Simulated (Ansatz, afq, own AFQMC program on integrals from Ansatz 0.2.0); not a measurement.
# TaCl, septet: AFQMC among the cluster methods

```xyz
2

Ta    0.0000    0.0000    0.0000
Cl    0.0000    0.0000    2.8752
```

Basis def2-TZVPP with its core potentials. Noble-gas cores (and the filled d shells of Ga–Kr and In–Xe) are frozen. Ansatz 0.2.0 and our own AFQMC program on the same integrals; the CISD trial comes from CCSD amplitudes, and released means the phaseless constraint is let go. Free AFQMC starts from the CCSD state and is never constrained. Its projection time is finite, and what remains of the start isn't in its error. Uncertainties: one standard error, sampling alone. No spin–orbit coupling. The metal's outer-core s and p shells are frozen, which shifts wave-function levels against functionals.

Determinant: UHF, the one that the program's search chose, which needn't be the lowest solution. The geometry is a PBE0/def2-TZVP stationary point of this or a neighbouring charge and spin state.

No full CI on the walks' own integrals is used here; CCSDT(Q) serves as the reference and is uncertain by about the last step of the cluster series.

Cautions: no spin-orbit coupling; outer-core shells of the metal frozen; lower spins were not checked; the released energies are still falling, so no released level is given (meV from the phaseless value at times in 1/Eh: -20 ± 3 at 0.60, -40 ± 5 at 1.20, -47 ± 7 at 2.00, -42 ± 11 at 3.00, -101 ± 22 at 4.20), though the last usable value meets CCSDT(Q) within the noise.

```
T1 diagnostic                               : 0.0117
weight of the determinant in the CISD state : 0.886
⟨S²⟩ of the determinant                     : 12.016
size of the correlated space                : 12 electrons in 89 orbitals
```

```
  level  correlation energy (eV)
    MP2                  -5.9115
   CCSD                  -6.7765
CCSD(T)                  -7.0106
```

(1) Estimate where phaseless AFQMC with a CISD trial lies against CCSD(T) on the same integrals.

(1) 0.26 ± 0.12 kcal/mol above CCSD(T).

Reference: CCSDT(Q), correlation energy -7.054 eV.

| level | E − E(reference) (kcal/mol) | share of correlation (%) |
| --- | --- | --- |
| CCSD(T) | 1.00 | 99.39 |
| CCSDT | 0.19 | 99.88 |
| ph-AFQMC/HF | 7.01 ± 0.64 | 95.69 |
| ph-AFQMC/CISD | 1.25 ± 0.12 | 99.23 |
| free AFQMC | 0.15 ± 0.12 | 99.91 |

Free projections are given only where their last times agree within the noise and don't stop above the reference; a slow remainder of the start can still hide under it. A walk keeps the symmetry of its determinant, which the program's search chose and which needn't be the lowest solution, so a lower state of the same spin and another symmetry isn't excluded.
